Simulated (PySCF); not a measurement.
Cartesian coordinates (Å):
```xyz
13

C      1.3193    -0.6570    -0.1308
C      0.0189    -0.0095     0.1994
C     -0.0845     1.4738     0.1094
C     -1.2270    -0.8206     0.1042
H      1.4701    -0.7339    -1.2213
H      1.3768    -1.6748     0.2626
H      2.1663    -0.0881     0.2602
H      0.8108     1.9666     0.4961
H     -0.2013     1.8112    -0.9347
H     -0.9505     1.8537     0.6568
H     -1.5615    -0.9313    -0.9416
H     -2.0545    -0.3580     0.6476
H     -1.0828    -1.8320     0.4921
```
Charge 0, spin multiplicity 2.

Q: What is the computed highest occupied spin orbital, dipole moment and total energy (M06-2X/def2-TZVP // B3LYP-D3(BJ)/def2-TZVP (PySCF))?

A: 
```json
{
 "highest_occupied_spin_orbital": "-6.03 eV",
 "dipole_moment": "0.25 D",
 "total_energy": "-157.7593 Ha"
}
```
